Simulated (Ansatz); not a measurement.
We consider Sm (R-3m, No. 166), described by r²SCAN in Ansatz (plane waves, PAW).

Run with plane-wave cutoff 500 eV, 24×24×24 k mesh, Fermi–Dirac smearing 0.1 eV, spin-polarised with parallel moments, scalar-relativistic PAW data made under PBE.

Computed at the level's own relaxed cell.

Task: Give the computed equilibrium volume per atom, lattice constant a and lattice parameter c.

Result: 
* **equilibrium volume per atom**: 40.32 Å³/atom
* **lattice constant a**: 3.883 Å
* **lattice parameter c**: 27.799 Å

Note: the magnetic order was assumed, not searched for or taken from measurement; the 4f shell is treated without U or exact exchange, so its levels and filling can be wrong; the volume lies 22 % above that of the published cell.

Spin–orbit coupling is not included.

Ansatz is a program for electronic structure.
